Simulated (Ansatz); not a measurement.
Saddle point of CH$_{7}$NSi, closed shell (CH₇NSi ([CH3][SiH2][NH2]) → CH₄Si ([CH2][SiH2]) + NH₃ (still joined by a long Si–N bond); bonds formed: N2–H4; bonds broken: C3–H4; bonds weakened to dative contacts: Si1–N2), PBE0-D4/def2-TZVP structure:

Si1  (-0.811, 0.034, 0.317)
N2  (0.822, 0.999, 0.249)
C3  (-0.093, -1.266, -0.664)
H4  (1.014, 0.000, -0.372)
H5  (-1.783, 1.009, -0.250)
H6  (-1.035, -0.114, 1.781)
H7  (0.861, 1.860, -0.287)
H8  (1.370, 1.097, 1.098)
H9  (0.101, -2.225, -0.185)
H10  (-0.446, -1.393, -1.687)
(Å)

Energies are electronic, without zero-point energy. Barriers and step energies count from the start structure reached by relaxing down the imaginary mode; all methods use the PBE0-D4 structures, on which another method's saddle can fall below an end. Ansatz 0.2.0; basis: def2-TZVPP, with def2-QZVPP for the basis limit; cores frozen in the correlated methods. B3LYP uses VWN-RPA correlation. Extrapolation: Hartree–Fock as exp(−7.88 √X), correlation as X^−2.97.

```json
{"method": "SPW92", "barrier (kcal/mol)": "53.66", "step energy (kcal/mol)": "50.71"}
{"method": "PBE-D4", "barrier (kcal/mol)": "57.57", "step energy (kcal/mol)": "50.74"}
{"method": "BLYP-D4", "barrier (kcal/mol)": "60.37", "step energy (kcal/mol)": "51.15"}
{"method": "r2SCAN-D4", "barrier (kcal/mol)": "?", "step energy (kcal/mol)": "54.77"}
{"method": "B97M-V", "barrier (kcal/mol)": "64.65", "step energy (kcal/mol)": "54.43"}
{"method": "PBE0-D4", "barrier (kcal/mol)": "62.66", "step energy (kcal/mol)": "54.55"}
{"method": "B3LYP-D4", "barrier (kcal/mol)": "64.36", "step energy (kcal/mol)": "54.38"}
{"method": "r2SCAN0-D4", "barrier (kcal/mol)": "65.46", "step energy (kcal/mol)": "56.79"}
{"method": "BHLYP-D4", "barrier (kcal/mol)": "70.16", "step energy (kcal/mol)": "58.30"}
{"method": "CAM-B3LYP-D4", "barrier (kcal/mol)": "?", "step energy (kcal/mol)": "56.70"}
{"method": "wB97X-V", "barrier (kcal/mol)": "67.33", "step energy (kcal/mol)": "57.26"}
{"method": "wB97M-V", "barrier (kcal/mol)": "65.24", "step energy (kcal/mol)": "55.07"}
{"method": "B2PLYP", "barrier (kcal/mol)": "65.49", "step energy (kcal/mol)": "55.21"}
{"method": "PBE-QIDH", "barrier (kcal/mol)": "66.07", "step energy (kcal/mol)": "56.94"}
{"method": "RPA on PBE", "barrier (kcal/mol)": "?", "step energy (kcal/mol)": "55.04"}
{"method": "HF", "barrier (kcal/mol)": "79.62", "step energy (kcal/mol)": "62.29"}
{"method": "MP2", "barrier (kcal/mol)": "65.14", "step energy (kcal/mol)": "55.85"}
{"method": "CCSD", "barrier (kcal/mol)": "68.67", "step energy (kcal/mol)": "56.95"}
{"method": "CCSD(T)", "barrier (kcal/mol)": "65.98", "step energy (kcal/mol)": "55.40"}
```

(1) Fill in the withheld barriers. (An estimate is asked for; the value comes from the calculation.)

No T1 diagnostic of these runs exceeds 0.013. The end structure is not quite a true minimum (one mode of 90i cm⁻¹).

Results:

(1) By the calculation: r2SCAN-D4 62.41; CAM-B3LYP-D4 66.69; RPA on PBE 65.46 kcal/mol. Each is the energy of the saddle less that of the start structure, by the same method.

For comparison, the barrier by CCSD(T) at an estimated basis limit (MP2 extrapolated from triple and quadruple zeta, plus CCSD(T) − MP2 in triple zeta) is 66.02 kcal/mol.

Labels in which every atom is bracketed show which atoms are joined, not bond orders.

For scale, one of the runs: CCSD(T)/def2-TZVPP, 202 basis functions, launched by `ansatz run in.yaml --threads 2 --pin off --events-out ev --progress --plain --max-ram 4352MiB`. Hardware: 2 CPU threads of an Arm Neoverse V2, shared host. Wall time 46 s; peak host memory 2.5 GiB.
